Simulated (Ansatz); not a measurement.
# CHSi (quartet): from Hartree-Fock to the top rungs at scale of all distances = 1.283, 6-31G

Aim: climb from Hartree-Fock through coupled cluster and multireference methods for CHSi (quartet) at one geometry and basis, and see what each rung misses.

The runs use Ansatz 0.2.0, Gaussian basis; 6-31G, core rule «outside noble gas», up to 6 orbitals frozen.

Plan: UHF; CCSD(T) on ROHF; CCSD(T) on UHF; BCCD(T) on ROHF; CISD; CCSDT(Q) on ROHF; CCSDT(Q) on UHF; CCSDTQ on ROHF; CASSCF and MRCISD+Q, 5 electrons in 5 orbitals; CASSCF and NEVPT2, 5 electrons in 5 orbitals; CASSCF and MRCISD+Q, 9 electrons in 9 orbitals; CASSCF and NEVPT2, 9 electrons in 9 orbitals; Full CI.

16 further runs of the same task are left out: 15 that didn't finish, 1 set aside as unsound or not needed.

## (1) The system

The geometry derives from a PBE0/def2-TZVP stationary point (not a proven minimum). All distances are scaled together.

3 atoms, charge 0, spin multiplicity 4.

Atoms are counted from 1 here; the program's logs count them from 0.

No contacts short enough for the rule that draws bonds.

## (2) UHF

Contents of in.yaml:

```yaml
crystal:
  periodic: [false, false, false]
  atoms:
    - {symbol: Si, position_ang: [0.000000, 0.041766, 0.791910]}
    - {symbol: C, position_ang: [0.000000, -0.162970, -1.627555]}
    - {symbol: H, position_ang: [0.000000, 0.778202, -2.671888]}
basis:
  gaussian: {orbitals: 6-31G}
magnetization: {spin_polarized: true, initial_magnetization: 3}
hamiltonian: {xc: hf}
output: {orbitals: {seedname: orbitals}}
```

The run is started by

```
$ ansatz run in.yaml --threads 1 --pin off --events-out ev --progress --plain --max-ram 2393MiB
```

Further steps of the session: CCSD(T) on ROHF; CCSD(T) on UHF; BCCD(T) on ROHF; CISD; CCSDT(Q) on ROHF; CCSDT(Q) on UHF; CCSDTQ on ROHF; CASSCF and MRCISD+Q, 5 electrons in 5 orbitals; CASSCF and NEVPT2, 5 electrons in 5 orbitals; CASSCF and MRCISD+Q, 9 electrons in 9 orbitals; CASSCF and NEVPT2, 9 electrons in 9 orbitals; Full CI.

Before running them: what should the planned runs give, taken together? Wanted: FCI below the RHF energy; RMP2 from FCI; UMP2 from FCI; RCCSD from FCI; RCCSD(T) from FCI; UCCSD(T) from FCI; RCCSDT(Q) from FCI; UCCSDT(Q) from FCI; NEVPT2 pair from FCI.

The runs gave:

```
                         quantity                                                                           value
         FCI below the RHF energy                                                                      -3.4668 eV
                    RMP2 from FCI                                                                 +23.96 kcal/mol
                    UMP2 from FCI                                                                 +23.82 kcal/mol
                   RCCSD from FCI                                                                  +4.13 kcal/mol
                RCCSD(T) from FCI                                                                  +1.51 kcal/mol
                UCCSD(T) from FCI                                                                  +1.53 kcal/mol
               RCCSDT(Q) from FCI                                                                  +0.04 kcal/mol
               UCCSDT(Q) from FCI                                                                  -0.02 kcal/mol
             NEVPT2 pair from FCI                                                                 +21.44 kcal/mol
           MRCISD+Q pair from FCI                                                                  +0.35 kcal/mol
          NEVPT2 valence from FCI                                                                  +7.27 kcal/mol
levels within 1 kcal/mol (43 meV)  RCCSDT, UCCSDT, RCCSDT(Q), UCCSDT(Q), RCCSDTQ, MRCISD+Q pair, MRCISD+Q valence
                    T1 diagnostic                                                                           0.046
   effectively unpaired electrons                                                                            3.11
```

RCCSD(T) lands +1.51 kcal/mol from the yardstick (1.9 % of the correlation energy). The occupations are near whole numbers, but T1 = 0.046 shows that the orbitals relax strongly. Of the multireference levels listed MRCISD+Q valence comes nearest in total energy (+0.30 kcal/mol), which doesn't show that its space is the better one. These misses are within one basis, not against nature; the frozen cores of restricted and unrestricted runs differ, which can shift their rows.
